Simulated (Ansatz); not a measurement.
Geometry optimisation, RKS BHLYP-D4/def2-SVP (Ansatz).

Input:

```yaml
crystal:
  periodic: [false, false, false]
  atoms:
    - { symbol: B, position_ang: [-0.076128, -0.238152, 0.106318] }
    - { symbol: O, position_ang: [-0.086059, -0.409007, 1.471597] }
    - { symbol: H, position_ang: [-0.959757, -0.564492, 1.82674] }
    - { symbol: H, position_ang: [0.992517, -0.092368, -0.407838] }
    - { symbol: H, position_ang: [-1.09823, -0.280381, -0.520096] }
    - { symbol: Cl, position_ang: [0.100997, 2.728424, 0.850041] }
    - { symbol: H, position_ang: [0.36686, 1.740675, 1.697739] }
basis:
  gaussian: { orbitals: def2-SVP }
hamiltonian:
  xc: { name: BHLYP }
  dispersion: d4
relax:
  f_tol: 0.03
  max_steps: 50
output:
  orbitals: {}
```

Command:

```bash
$ ansatz run input.yaml --threads 1 --pin off --max-ram 2048MiB --backend cpu --events-out ev --progress --plain --runs-dir out
```

Where does it end, and by what steps?

It converged. The force dipped under the threshold on the way, but the program's further checks kept it going. After 22 steps the energy has fallen by 0.144 eV; H5 moved furthest, 1.35 Å.

```
step  energy less start (eV)  largest force component (eV/Å)  accepted
   0                  0.0000                           1.030       yes
   1                 -0.0472                           0.877       yes
   2                 -0.0539                           1.035       yes
   3                 -0.0596                           1.086       yes
   4                 -0.0743                           0.413       yes
   5                 -0.0926                           0.318       yes
   6                 -0.0859                           0.738        no
   7                 -0.1018                           0.285       yes
   8                 -0.1072                           0.267       yes
   9                 -0.1127                           0.157       yes
  10                 -0.1104                           0.399        no
  11                 -0.1190                           0.088       yes
  12                 -0.1240                           0.133       yes
  13                 -0.1191                           0.526        no
  14                 -0.1281                           0.084       yes
  15                 -0.1318                           0.099       yes
  16                 -0.1344                           0.205       yes
  17                 -0.1361                           0.189       yes
  18                 -0.1426                           0.028       yes
  19                 -0.1435                           0.085       yes
  20                 -0.1438                           0.166       yes
  21                 -0.1443                           0.061       yes
  22                 -0.1445                           0.012       yes
```

```xyz
7
Properties=species:S:1:pos:R:3
B -0.149 -0.428 -0.005
O -0.504 0.129 1.168
H -1.103 -0.389 1.702
H 0.599 0.195 -0.699
H -0.581 -1.505 -0.314
Cl 0.775 3.019 1.601
H 0.203 1.865 1.571
```

Whether the end is a true minimum wasn't checked by a vibrational analysis.

The run took 37 s on 1 thread of Arm Neoverse V2, on a shared host, peak memory 0.13 GiB.
